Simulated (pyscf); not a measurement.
PySCF, gas phase, ωB97X-D3(BJ)/def2-SVP geometries.

Task: For the elementary gas-phase step HB=AsH + H₂ → AsH₃ + BH [singlet] (singlet surface; As–B, H–H broken, As–H, As–H formed), what barrier and reaction energy does ωB97M-D3(BJ)/def2-TZVP give, measured from the separated reactants?

Result: ΔE‡ = 81.8 kcal/mol, ΔE = +57.9 kcal/mol. Zero-point energy shifts the barrier by +1.1 kcal/mol. It is a concerted two-bond exchange, with an imaginary mode of 1611i cm⁻¹. On the reactant side the descent ends in an adduct with a B–H contact (not fully relaxed), 0.5 kcal/mol under the separated species and 81.5 kcal/mol under the saddle at ωB97X-D3(BJ)/def2-TZVP. On the product side the descent ends in an adduct with a As–B contact, 14.2 kcal/mol under the separated species and 36.6 kcal/mol under the saddle at ωB97X-D3(BJ)/def2-TZVP. What is counted as broken (As–B) persists as a longer contact in the product adduct; parting that adduct is a step of its own. HB=AsH is closed by a dative B–H contact. One saddle was located; it need not be the lowest between these sides. Elements up to Kr have no core potential and no relativistic terms here.
